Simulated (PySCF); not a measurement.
**H2O: 4 charge schemes on one density**

H2O.
Structure used (GFN2-xTB), in Å, numbered top down from 1:
```
atom  x, y, z in Å
O1     0.004    0.379   -0.003
H2    -0.769   -0.190   -0.011
H3     0.776   -0.192    0.001
```

The species is `O` (H2O).

Density: PBE0/pcSseg-1 (PySCF); schemes: Mulliken, IAO, Hirshfeld and ESP-fitted. Geometry: GFN2-xTB; no solvent, vibrations or thermal averaging.

Question: Give the atomic charges in each scheme.

Answer: In e:

| atom | environment | Mulliken | IAO | Hirshfeld | ESP-fitted |
| --- | --- | --- | --- | --- | --- |
| O1 | water oxygen | -0.452 | -0.703 | -0.335 | -0.763 |
| H2 | O–H hydrogen | +0.226 | +0.352 | +0.167 | +0.382 |
| H3 | O–H hydrogen | +0.226 | +0.352 | +0.167 | +0.381 |

Mean size of the charges over all atoms: ESP-fitted 0.509 e, IAO 0.469 e, Mulliken 0.301 e, Hirshfeld 0.223 e. Each set sums to the total charge, 0, to within 0.001 e. The ESP scheme is a least-squares fit of atom-centred charges to the potential on four shells outside the van der Waals surface, with the total charge fixed. The Hirshfeld scheme weights the molecular density at each point by an atom's share of the summed free-atom densities.

Lowest charge. All schemes agree: Mulliken O1 (-0.452); IAO O1 (-0.703); Hirshfeld O1 (-0.335); ESP-fitted O1 (-0.763).

Highest charge. All schemes pick atoms of one kind: Mulliken H2 and H3 (+0.226); IAO H2 and H3 (+0.352); Hirshfeld H2 and H3 (+0.167); ESP-fitted H2 (+0.382).

Question: How many electrons does the Hirshfeld scheme count on O1?

Answer: Z − q = 8 − (-0.335) ≈ 8.334.

Question: Sum the charges by element, for elements with more than one atom.

Answer: 
```csv
element,atoms,Mulliken,IAO,Hirshfeld,ESP-fitted
H,2,+0.452,+0.703,+0.335,+0.763
```
